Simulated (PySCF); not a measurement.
**One shape, several levels: CF+ (SMILES [C+]F)**

We compute a comparison of 5 runs (HF/STO-3G, HF/6-31G**, PBE0/def2-SVP, B3LYP/6-31G*, wB97X/6-31+G*) of CF+. Input form: a Python script.

The results are computed with PySCF 2.14.0.

## (1) Starting point

The species is CF+ (2 atoms), meant as a singlet with charge +1. As SMILES, `[C+]F`. Geometry: relaxed at PBE0-D4/def2-TZVP.

Bond lengths: C1–F2 1.153 Å.

## (2) Energy and gradient at HF/STO-3G (run 1)

The input, calc.py:

```python
import pyscf.grad
from pyscf import gto, scf

molecule = gto.M(
    atom=[
    ('C', (0.492270, -0.160830, 0.253170)),
    ('F', (-0.492270, 0.160830, -0.253170)),
],
    max_memory=1860,
    charge=1,
    basis='sto-3g',
    verbose=4,
)

calc0 = scf.RHF(molecule)
calc0.conv_tol = 1e-10
calc0.kernel()
if not calc0.converged:
    calc0 = calc0.newton().run(calc0.mo_coeff, calc0.mo_occ)

energy = calc0.e_tot
print(f'total energy: {energy:.8f} hartree')
grad = calc0.Gradients().kernel()
dip = calc0.dip_moment()
pop, q = calc0.mulliken_pop()
```

Launch:

```bash
$ OMP_NUM_THREADS=1 python calc.py
```

The program printed:

```text
PySCF version 2.14.0

[... 50 lines left out ...]
converged SCF energy = -135.03331052115
total energy: -135.03331052 hartree
[... 9 lines left out ...]
WARN: System has nonzero charge 1; the dipole moment is origin-dependent.
Location of origin: [0. 0. 0.]

Dipole moment(X, Y, Z, Debye):  0.36106, -0.11796,  0.18569
 ** Mulliken pop  **
pop of  0 C 1s            1.99825
pop of  0 C 2s            1.74514
pop of  0 C 2px           0.66012
pop of  0 C 2py           0.34087
pop of  0 C 2pz           0.39725
pop of  1 F 1s            1.99854
pop of  1 F 2s            1.93259
pop of  1 F 2px           1.57724
pop of  1 F 2py           1.68446
pop of  1 F 2pz           1.66553
 ** Mulliken atomic charges  **
charge of    0C =      0.85836
charge of    1F =      0.14164
```

Wall time 1.9 s (1 thread of Intel Xeon at 2.50GHz (Skylake/Cascade Lake), shared host); peak memory 0.12 GiB.

## (3) Energy and gradient at HF/6-31G(d,p) (spherical functions) (run 2)

The input, mol.xyz:

```xyz
2
CF
C      0.492270    -0.160830     0.253170
F     -0.492270     0.160830    -0.253170
```

The input, input.py:

```python
import pyscf.grad
from pyscf import gto

mol = gto.M(
    atom='mol.xyz',
    max_memory=1860,
    verbose=4,
    charge=1,
    basis='6-31g**',
)

myscf = mol.RHF()
myscf.conv_tol = 1e-10
myscf.kernel()
if not myscf.converged:
    myscf = myscf.newton().run(myscf.mo_coeff, myscf.mo_occ)

e_tot = myscf.e_tot
print('E = %.10f Eh' % e_tot)
grad = myscf.Gradients().kernel()
myscf.analyze()
```

Launch:

```bash
$ OMP_NUM_THREADS=1 python input.py
```

The program printed:

```text
PySCF version 2.14.0

[... 70 lines left out ...]
DFT Exchange-Correlation Energy =      -14.819104640621376
[... 8 lines left out ...]
MO #7   energy= -0.97429810874066  occ= 2
[... 6 lines left out ...]
MO #14  energy= 0.520780256560812  occ= 0
[... 6 lines left out ...]
MO #21  energy= 1.40860786888343   occ= 0
[... 6 lines left out ...]
MO #28  energy= 3.17256201261317   occ= 0
[... 34 lines left out ...]
WARN: System has nonzero charge 1; the dipole moment is origin-dependent.
Location of origin: [0. 0. 0.]

Dipole moment(X, Y, Z, Debye):  0.67201, -0.21955,  0.34561
```

It took 2.1 s on 1 thread of Intel Xeon at 2.50GHz (Skylake/Cascade Lake), shared host; peak memory 0.12 GiB.

Runs 3 to 4 aren't shown in full; the table further down has their settings and results.

## (4) Energy and gradient at wB97X/6-31+G(d) (spherical functions) (run 5)

The input, geometry.xyz:

```xyz
2
CF
C      0.492270    -0.160830     0.253170
F     -0.492270     0.160830    -0.253170
```

The input, calc.py:

```python
import pyscf.grad
from pyscf import gto, dft

mol = gto.M(
    atom='geometry.xyz',
    basis='6-31+g*',
    verbose=3,
    spin=0,
    max_memory=1860,
    charge=1,
)

myscf = dft.RKS(mol, xc='wb97x')
myscf.grids.level = 5
myscf.conv_tol = 1e-10
myscf.kernel()
if not myscf.converged:
    myscf = myscf.newton().run(myscf.mo_coeff, myscf.mo_occ)

e_final = myscf.e_tot
print(f'total energy: {e_final:.8f} hartree')
grad = myscf.Gradients().kernel()
myscf.analyze()
```

Launch:

```bash
$ OMP_NUM_THREADS=1 python calc.py
```

The program printed:

```text
converged SCF energy = -137.407913727999
total energy: -137.40791373 hartree
--------------- RKS gradients ---------------
         x                y                z
0 C    -0.0223795437     0.0073124296    -0.0115108369
1 F     0.0223377272    -0.0072928221     0.0114933302
----------------------------------------------
**** MO energy ****
MO #1   energy= -25.3330327557154  occ= 2
MO #2   energy= -10.912345514162   occ= 2
MO #3   energy= -1.95502251451283  occ= 2
MO #4   energy= -1.24280885308864  occ= 2
MO #5   energy= -1.10620107197091  occ= 2
MO #6   energy= -1.10620073207414  occ= 2
MO #7   energy= -0.906589326078476 occ= 2
MO #8   energy= -0.361727483658069 occ= 0
MO #9   energy= -0.361726960175687 occ= 0
MO #10  energy= -0.115014278840269 occ= 0
MO #11  energy= -0.0617786599960838 occ= 0
MO #12  energy= -0.0590524934846178 occ= 0
MO #13  energy= -0.0590524032983934 occ= 0
MO #14  energy= 0.0639286982872398 occ= 0
MO #15  energy= 0.107510419647646  occ= 0
MO #16  energy= 0.111629792712466  occ= 0
MO #17  energy= 0.111629794755587  occ= 0
MO #18  energy= 0.195641475802312  occ= 0
MO #19  energy= 0.424094280784126  occ= 0
MO #20  energy= 0.424095139995701  occ= 0
MO #21  energy= 0.466150091406659  occ= 0
MO #22  energy= 0.854091353716777  occ= 0
MO #23  energy= 1.15894109020088   occ= 0
MO #24  energy= 1.1589415240866    occ= 0
MO #25  energy= 1.18403272034502   occ= 0
MO #26  energy= 1.18403302759384   occ= 0
MO #27  energy= 1.2251458329065    occ= 0
MO #28  energy= 1.28447671449791   occ= 0
MO #29  energy= 1.28447733015448   occ= 0
MO #30  energy= 1.65277522722261   occ= 0
MO #31  energy= 1.65277536241098   occ= 0
MO #32  energy= 1.72651156827069   occ= 0
MO #33  energy= 2.11802116036376   occ= 0
MO #34  energy= 2.32591128986597   occ= 0
MO #35  energy= 2.32591208174863   occ= 0
MO #36  energy= 3.00759532244538   occ= 0
 ** Mulliken atomic charges  **
charge of    0C =      0.78733
charge of    1F =      0.21267

WARN: System has nonzero charge 1; the dipole moment is origin-dependent.
Location of origin: [0. 0. 0.]

Dipole moment(X, Y, Z, Debye):  0.37239, -0.12167,  0.19152
```

It took 8.4 s on 1 thread of Intel Xeon at 2.50GHz (Skylake/Cascade Lake), shared host; peak memory 0.4 GiB.

## (5) The series

| run | level | integration grid | Cartesian functions | energy (Eh) | HOMO energy (eV) | LUMO energy (eV) | HOMO–LUMO gap (eV) | wall time |
| --- | --- | --- | --- | --- | --- | --- | --- | --- |
| 1 | HF/STO-3G | – | no | -135.033311 | -25.58 | -6.37 | 19.21 | 1.9 s |
| 2 | HF/6-31G** (spherical functions) | – | no | -136.845589 | -26.51 | -7.35 | 19.16 | 2.1 s |
| 3 | PBE0/def2-SVP | 5 | no | -137.182159 | -21.89 | -12.66 | 9.23 | 6 s |
| 4 | B3LYP/6-31G* (Cartesian functions) | 5 | yes | -137.435863 | -21.67 | -12.84 | 8.83 | 6 s |
| 5 | wB97X/6-31+G* (spherical functions) | 5 | no | -137.407914 | -24.67 | -9.84 | 14.83 | 8.4 s |

## (6) Outcome

```
                       quantity          value
            run 5: total energy  -137.40791 Eh
             run 5: HOMO energy      -24.67 eV
             run 5: LUMO energy       -9.84 eV
           run 5: HOMO–LUMO gap       14.83 eV
run 5: largest force on an atom     1.348 eV/Å
```

In words: The HOMO–LUMO gap runs from 8.83 eV (B3LYP/6-31G*) to 19.21 eV (HF/STO-3G). The two ends differ in method and basis. Totals of different functionals can't be ranked against each other. In run 1 the basis is minimal, so the values are rough. All runs together took 24 s, the longest 8.4 s.
